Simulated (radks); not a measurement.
# N²⁺ in 1s1 2s2 2p1 3p1: an all-electron calculation

What are the levels of the nitrogen ion N2+, how large are its shells, and how does its energy divide?

Method: non-relativistic Kohn-Sham, LDA (Slater exchange, Perdew-Wang correlation), spin-unpolarised, spherical densities, point nucleus. Code: radks (a radial shooting solver on a logarithmic mesh, Libxc functionals) version 1.

**1. The atom as given**

```
element       : nitrogen (Z = 7)
charge        : +2
electrons     : 5
configuration : 1s1 2s2 2p1 3p1
```

The outer shells:

N²⁺
```
1s [↑ ]
2s [↑↓]
2p [↑ ][  ][  ]
3p [↑ ][  ][  ]
```

**2. The calculation**

Settings of this run:

```text
Z 7
configuration 1s1 2s2 2p1 3p1 3s0 3d0 4p0 4f0
relativity non-relativistic
functional lda,pw
spin unpolarised
nucleus point
```

Command:

```console
$ python run_ks.py task.json out
```

All runs below come from this command, one after another.

**Question.** What will this run give?

**Answer**, as computed:

```
                        quantity                value
                    total energy    -36.13168 hartree
exchange-correlation share of it               9.62 %
                            −T/E               0.9948
          highest occupied level       3p, -15.232 eV
    most extended occupied level  3p, <r> = 3.07 bohr
 radius at density 0.001 e/bohr³            4.05 bohr
    maxima of the radial density                    2
```

**Reading.** The radial density shows 2 maxima for 3 occupied principal shells; where shells overlap, one shows as a shoulder or not at all. The ratio −T/E is 0.9948; for a non-relativistic Coulomb system it is 1 up to the kinetic part of correlation. This is not the tabulated ground configuration, so its levels and sizes aren't those of the ground state, and no measured value stands beside it.
